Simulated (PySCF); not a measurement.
# Accurate constants of BCl, step by step

What constants does extrapolated CCSD(T) give for BCl, and what does each step add?

The runs use PySCF 2.14.0; CCSD(T) on RHF, no relativity in the base curves; scalar relativity is added as a correction.

2 further runs of the same task are left out: 2 set aside as unsound or not needed.

## (1) The job

* molecule: BCl
* state: singlet, unpaired electrons none
* smaller basis: B cc-pVTZ, Cl cc-pV(T+d)Z
* larger basis: B cc-pVQZ, Cl cc-pV(Q+d)Z
* frozen core orbitals: 6
* extrapolation: correlation as n⁻³ (n = 3, 4), Hartree–Fock as (n+1)·exp(−9√n)
* corrections: core–valence correlation, scalar relativity
* distances (Å): 1.5193, 1.5884, 1.6575, 1.7265, 1.7956, 1.8819, 1.9682
* masses (u): 11.0093, 34.9689
* dissociation limit: B + Cl

Command:

```sh
$ OMP_NUM_THREADS=4 python comp.py task.json out
```

## (2) Coupled cluster at each distance

What does the calculation give? Wanted: for each run, Re; ωe; ωexe; αe; De.

The runs gave:

| level | Re (Å) | ωe (cm⁻¹) | ωexe (cm⁻¹) | αe (cm⁻¹) | De (eV) |
| --- | --- | --- | --- | --- | --- |
| CCSD(T)/cc-pVTZ(-PP) | 1.7271 | 839.6 | 5.28 | 0.00654 | 5.146 |
| CCSD(T)/cc-pVQZ(-PP) | 1.7231 | 837.9 | 5.37 | 0.00667 | 5.249 |
| HF/CBS | 1.7168 | 853.9 | 5.61 | 0.00670 | 3.793 |
| MP2/CBS | 1.7091 | 857.9 | 5.53 | 0.00677 | 5.533 |
| CCSD/CBS | 1.7190 | 843.8 | 5.40 | 0.00667 | 5.124 |
| CCSD(T)/CBS | 1.7218 | 836.8 | 5.40 | 0.00672 | 5.321 |
| CCSD(T)/CBS+CV | 1.7164 | 842.6 | 5.46 | 0.00676 | 5.343 |
| CCSD(T)/CBS+CV+SR | 1.7157 | 842.1 | 5.44 | 0.00677 | 5.339 |

**Reading.** The last step gives Re = 1.7157 Å, ωe = 842.1 cm⁻¹ and De = 5.339 eV; the smaller basis alone is off from it by +11.4 mÅ and -0.19 eV. Near the minimum the mean field binds by 3.79 eV and correlation adds 1.53 eV of binding. T1 is 0.016. Spin–orbit coupling and excitations beyond (T) are left out.
